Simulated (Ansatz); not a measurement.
Input file:

```yaml
crystal:
  periodic: [false, false, false]
  atoms:
    - {symbol: Al, position_ang: [0.000000, 0.000000, -1.300600]}
    - {symbol: Al, position_ang: [0.000000, 0.000000, 1.300600]}
    - {symbol: H, position_ang: [0.000000, 1.465300, -1.892900]}
    - {symbol: H, position_ang: [0.000000, -1.465300, -1.892900]}
    - {symbol: H, position_ang: [0.000000, 1.465300, 1.892900]}
    - {symbol: H, position_ang: [0.000000, -1.465300, 1.892900]}
basis:
  gaussian: {orbitals: 6-31G}
magnetization: {spin_polarized: false, initial_magnetization: 2}
hamiltonian: {xc: {name: PBE0}}
correlation: {method: ccsdt_q_b, electrons: valence}
```

```sh
$ ansatz run in.yaml --threads 1 --pin off --events-out ev --progress --plain --max-ram 2393MiB
```

Output:

```
735 factors; integrals over basis functions are off by at most 1.7e-7 eV
mean field evaluation 1: about -13247.3548 eV, gradient 7.3e0 eV
mean field evaluation 2: about -13247.4277 eV, gradient 7.1e0 eV
mean field evaluation 4: about -13247.6887 eV, gradient 6.5e-1 eV
mean field evaluation 8: about -13247.6919 eV, gradient 4.7e-3 eV
mean field evaluation 16: about -13247.6919 eV, gradient 3.7e-7 eV
mean field -13247.69185798 eV, -486.8436961726 hartree, gradient 3.7e-7 eV, S^2 2.000000; 0 other end points of the search recorded, 0 dependent functions left out
10 core orbitals not correlated: weight in the atoms' cores, before any rotation towards them, 1.000 or more for the frozen orbitals, at most 0.000 for the correlated occupied ones
reference -13223.73871340 eV, -485.9634343456 hartree; 6, 4 occupied and 18, 20 virtual orbitals, 735 factors
second order -2.03818101 eV of doubles, -0.18296489 eV of singles
cycle   1  -2.71985818 eV  change   -5.1e-1 eV  update   7.0e-2
cycle   2  -3.03505175 eV  change   -3.2e-1 eV  update   3.3e-2
cycle   3  -3.06017838 eV  change   -2.5e-2 eV  update   1.0e-2
cycle   4  -3.06972554 eV  change   -9.5e-3 eV  update   4.6e-3
cycle   5  -3.07021225 eV  change   -4.9e-4 eV  update   1.6e-3
cycle   6  -3.06989618 eV  change    3.2e-4 eV  update   6.8e-4
cycle   7  -3.07011628 eV  change   -2.2e-4 eV  update   3.0e-4
cycle   8  -3.07024661 eV  change   -1.3e-4 eV  update   1.0e-4
cycle   9  -3.07023926 eV  change    7.3e-6 eV  update   4.5e-5
cycle  10  -3.07022585 eV  change    1.3e-5 eV  update   1.6e-5
cycle  11  -3.07022645 eV  change   -6.1e-7 eV  update   7.3e-6
cycle  12  -3.07022803 eV  change   -1.6e-6 eV  update   3.2e-6
cycle  13  -3.07022993 eV  change   -1.9e-6 eV  update   1.3e-6
cycle  14  -3.07022972 eV  change    2.1e-7 eV  update   5.3e-7
perturbative correction -0.00193657 eV, -0.0000711676 hartree
Total energy: -13226.81087969 eV, -486.0763343742 hartree
```

Ran on 1 thread of Arm Neoverse V1, shared host: 7.5 s wall, 0.19 GiB peak host memory.
